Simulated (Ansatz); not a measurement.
Structure optimisation: europium, bcc

Method: DFT, BLYP, plane waves (420 eV) with PAW, scalar-relativistic in Ansatz 0.2.0. (PAW data from PBE, frozen cores regenerated.)

k-point mesh 10×10×10, Fermi-Dirac smearing 0.05 eV, starting moments 7.00 μB. Cell and atoms relax.

Starting structure:

```xyz
1
Lattice="-2.2755 2.2755 2.2755 2.2755 -2.2755 2.2755 2.2755 2.2755 -2.2755" Properties=species:S:1:pos:R:3 pbc="T T T"
Eu    0.0000    0.0000    0.0000
```

**Question.** What cell does the relaxation end in?

**Answer.** Im-3m (spin ignored) with a = 4.458 Å; 44.29 Å³ per atom against 47.13 at the start (-6.0 %).

**Question.** How much energy does the relaxation gain?

**Answer.** 6.8 meV per atom.

**Question.** Which magnetic state does it end in?

**Answer.** ferromagnetic, net 7.19 μB per atom; moments 7.00 μB.

Real europium orders as a helical antiferromagnet, which these cells can't hold.

The f occupation was not exhaustively searched.
